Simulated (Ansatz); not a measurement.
We consider hematite (α-Fe2O3), described by PBE+U (Ansatz, a program for electronic structure, plane waves, PAW).

Numerical settings: plane-wave cutoff 500 eV, 10×10×10 k mesh, Fermi–Dirac smearing 0.05 eV, U_eff Fe 5.3 eV, spin-polarised with opposed moments, scalar-relativistic PAW data made under PBE.

Cell (relaxed at this level):

```cif
data_Fe12O18
_chemical_formula_sum 'Fe12 O18'
_space_group_name_H-M_alt 'R-3c :H'
_space_group_IT_number 167
_space_group_name_Hall '-R 3 2"c'
_cell_length_a 5.12148
_cell_length_b 5.12148
_cell_length_c 13.94756
_cell_angle_alpha 90.000
_cell_angle_beta 90.000
_cell_angle_gamma 120.000
loop_
_atom_site_label
_atom_site_type_symbol
_atom_site_symmetry_multiplicity
_atom_site_Wyckoff_symbol
_atom_site_fract_x
_atom_site_fract_y
_atom_site_fract_z
_atom_site_occupancy
Fe1 Fe 12 c 0.00000 0.00000 0.14514 1
O1 O 18 e 0.30448 0.30448 0.25000 1
```
(The calculation used a cell of 10 atoms; values per cell refer to that cell.)

Task: Estimate the magnetic moment (largest site, within a sphere) and band gap that the calculation returns.

Result: 
- magnetic moment (largest site, within a sphere): 3.88 μB
- band gap: 2.45 eV (on the SCF k mesh)

Measured, for comparison: band gap 2.6 eV (temperature not stated, no zero-point or thermal correction, photoemission and inverse photoemission; as tabulated in Parkinson (2016), arXiv:1602.06774).

Note: results with U depend on the projectors and the PAW data; a magnet's gap depends somewhat on the PAW data.

Moments are spin moments.

Computed values are for the static lattice.

Computing time: roughly 10 core-minutes.
